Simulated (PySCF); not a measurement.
Ionisation energies (eV) were calculated with PySCF 2.14 by PBE, UHF, MP2 (valence), in another order, as differences of total energies without spin-orbit coupling. The measured values are between term centres (NIST).

| species | measured | A | B | C |
| --- | --- | --- | --- | --- |
| He (dyall-acv3z, non-relativistic) | 24.587 | 24.377 | 24.467 | 23.448 |
| Be (dyall-acv3z, non-relativistic) | 9.323 | 8.837 | 8.997 | 8.043 |
| N (dyall-acv3z, non-relativistic) | 14.545 | 14.586 | 14.733 | 13.896 |
| F⁺ (dyall-acv3z, non-relativistic) | 34.950 | 34.646 | 35.426 | 33.390 |
| Mg (dyall-acv3z, non-relativistic) | 7.646 | 7.261 | 7.613 | 6.605 |
| Al (dyall-acv3z, non-relativistic) | 5.977 | 5.836 | 6.078 | 5.609 |
| Si (dyall-acv3z, non-relativistic) | 8.157 | 8.051 | 8.199 | 7.637 |
| P (dyall-acv3z, non-relativistic) | 10.526 | 10.494 | 10.490 | 9.905 |

Problem. Which column is which method?

Solution. A is MP2 (valence) (mean error -0.20 eV); B is PBE (mean error 0.04 eV); C is UHF (mean error -0.90 eV). Valence MP2 in a finite basis recovers only part of the missing correlation, so it stays below experiment on average. PBE, with gradient corrections, lies close to experiment on average, with errors of both signs. Hartree-Fock lacks the correlation of the electron removed and comes out lowest.
